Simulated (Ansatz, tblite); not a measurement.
# The cluster BeBr₂: rung by rung

An exercise on one series of results from a longer session: the logs are not shown, and one member is left open.

The runs use Ansatz 0.2.0, Gaussian basis; as each input shows.

The runs, in order: GFN1-xTB, GFN2-xTB, PBE-D4/def2-TZVP, r2SCAN-D4/def2-TZVP, HSE06-D4/def2-TZVP, BLYP-D4/def2-TZVP, revPBE-D4/def2-TZVP, LC-ωPBE/def2-TZVP, LDA/def2-TZVP, PBE-D4/def2-SVP, PBE0-D4/def2-SVP, HF/STO-3G, PBE0-D4/def2-TZVPD, PBE-D4/def2-TZVPD, r2SCAN-D4/def2-TZVPD, CCSD(T)/def2-TZVPP, MP2/def2-TZVP, RPA/def2-TZVP.

## The relaxed structure

The singlet was relaxed beforehand with PBE-D4/def2-TZVP. At that level it is the lowest of the isomers that a small search found.

3 atoms, charge 0, spin multiplicity 1.

Bond lengths: Be1–Br2 1.960 Å, Be1–Br3 1.960 Å. Angles: Br2–Be1–Br3 180.0°.

PBE0-D4/def2-TZVP was run before; its log isn't repeated, and its numbers join the tables.

The first run:

Tight binding, by tblite at 300 K electronic temperature and without a spin-polarisation term:

```python
tblite.interface.Calculator('GFN1-xTB', numbers, positions, charge=0, uhf=0).singlepoint()
```

Tight binding, by tblite at 300 K electronic temperature and without a spin-polarisation term:

```python
tblite.interface.Calculator('GFN2-xTB', numbers, positions, charge=0, uhf=0).singlepoint()
```

start.molden holds the orbitals of an earlier run on this state, given as this run's starting guess.

in.yaml

```yaml
crystal:
  periodic: [false, false, false]
  atoms:
    - {symbol: Be, position_ang: [-0.000052, -0.000048, 0.000050]}
    - {symbol: Br, position_ang: [-1.526215, 0.551854, -1.099403]}
    - {symbol: Br, position_ang: [1.526267, -0.551816, 1.099353]}
basis:
  gaussian: {orbitals: def2-TZVP, initial_orbitals: start.molden}
hamiltonian: {xc: pbe, dispersion: d4}
scf: {omitted_lower_state_checks: [starts]}
output: {orbitals: {seedname: orbitals}}
```

Run with:

```sh
ansatz run in.yaml --threads 4 --pin off --events-out ev --progress --plain --max-ram 3916MiB
```

Among the steps run: PBE-D4/def2-TZVP; r2SCAN-D4/def2-TZVP; HSE06-D4/def2-TZVP; BLYP-D4/def2-TZVP; revPBE-D4/def2-TZVP; LC-ωPBE/def2-TZVP; LDA/def2-TZVP; PBE-D4/def2-SVP; PBE0-D4/def2-SVP; HF/STO-3G; PBE0-D4/def2-TZVPD; PBE-D4/def2-TZVPD; r2SCAN-D4/def2-TZVPD; CCSD(T)/def2-TZVPP; MP2/def2-TZVP; RPA/def2-TZVP.

One table of the session follows, with a row left open; its other results are not shown here.

| level | HOMO (eV) | LUMO (eV) | gap (eV) |
| --- | --- | --- | --- |
| HF/STO-3G | -8.97 | 6.06 | 15.02 |
| LDA/def2-TZVP | -7.75 | -1.60 | 6.14 |
| PBE-D4/def2-SVP | -7.47 | -1.30 | 6.17 |
| PBE-D4/def2-TZVP | -7.58 | -1.34 | 6.24 |
| PBE-D4/def2-TZVPD | -7.62 | -1.40 | 6.22 |
| revPBE-D4/def2-TZVP | -7.53 | -1.23 | 6.30 |
| BLYP-D4/def2-TZVP | ? | ? | ? |
| r2SCAN-D4/def2-TZVP | -7.93 | -0.91 | 7.02 |
| r2SCAN-D4/def2-TZVPD | -7.94 | -0.95 | 6.99 |
| PBE0-D4/def2-SVP | -8.77 | -0.53 | 8.24 |
| PBE0-D4/def2-TZVP | -8.85 | -0.60 | 8.25 |
| PBE0-D4/def2-TZVPD | -8.88 | -0.73 | 8.15 |
| HSE06-D4/def2-TZVP | -8.46 | -0.94 | 7.51 |
| LC-ωPBE/def2-TZVP | -11.57 | 1.02 | 12.59 |

Estimate the missing values for BLYP-D4/def2-TZVP.

**Answer.** HOMO (eV): -7.38; LUMO (eV): -1.22; gap (eV): 6.16. In the column «HOMO (eV)» it is the highest.
